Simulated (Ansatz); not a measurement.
# CH6AlF: the cost of one run

Method: RKS PBE/def2-SVP, in Ansatz 0.2.0.

**1. The system as given**

Bond lengths: Al1–C2 2.320 Å, C2–H3 1.110 Å, C2–H4 1.110 Å, C2–H5 1.110 Å, Al1–H6 1.560 Å, Al1–H7 1.560 Å, Al1–F8 1.990 Å. Angles: Al1–C2–H3 109.5°, Al1–C2–H4 109.5°, Al1–C2–H5 109.5°, H3–C2–H4 109.4°, H3–C2–H5 109.4°, H4–C2–H5 109.4°, C2–Al1–H6 120.0°, C2–Al1–H7 120.0°, C2–Al1–F8 71.6°, H6–Al1–H7 120.0°, H6–Al1–F8 105.6°, H7–Al1–F8 92.7°.

Coordinates:

```xyz
9

Al    0.0000    0.0000    0.0000
C     0.0000    0.0000    2.3200
H    -0.9996   -0.3092    2.6905
H     0.7676   -0.7111    2.6905
H     0.2320    1.0203    2.6905
H     1.3510    0.0000   -0.7800
H    -1.3510    0.0000   -0.7800
F    -0.2549   -1.8712    0.6275
H    -0.1755   -1.2885    1.7562
```

**2. A restrained relaxation towards end A**

Springs on the bonds that form and break draw the guess towards this end; the thresholds are loose.

File input.yaml:

```yaml
crystal:
  periodic: [false, false, false]
  atoms:
    - { symbol: Al, position_ang: [0.0, 0.0, 0.0] }
    - { symbol: C, position_ang: [0.0, 0.0, 2.32] }
    - { symbol: H, position_ang: [-0.9996, -0.3092, 2.6905] }
    - { symbol: H, position_ang: [0.7676, -0.7111, 2.6905] }
    - { symbol: H, position_ang: [0.232, 1.0203, 2.6905] }
    - { symbol: H, position_ang: [1.351, 0.0, -0.78] }
    - { symbol: H, position_ang: [-1.351, 0.0, -0.78] }
    - { symbol: F, position_ang: [-0.2549, -1.8712, 0.6275] }
    - { symbol: H, position_ang: [-0.1755, -1.2885, 1.7562] }
basis:
  gaussian: { orbitals: def2-SVP }
hamiltonian:
  xc: pbe
relax:
  f_tol: 0.15
  max_steps: 25
  restrain:
    - { distance: [0, 7], at: 2.89, k: 30.0 }
    - { distance: [8, 1], at: 2.31, k: 30.0 }
    - { distance: [0, 1], at: 1.97, k: 30.0 }
    - { distance: [8, 7], at: 0.92, k: 30.0 }
```

Launch:

```
$ ansatz run input.yaml --threads 1 --pin off --max-ram 2048MiB --backend cpu --events-out ev --progress --plain --runs-dir out
```

What time and memory should one allow on 1 thread of Arm Neoverse V1, shared host?

About 21 s, with a peak of 0.13 GiB.
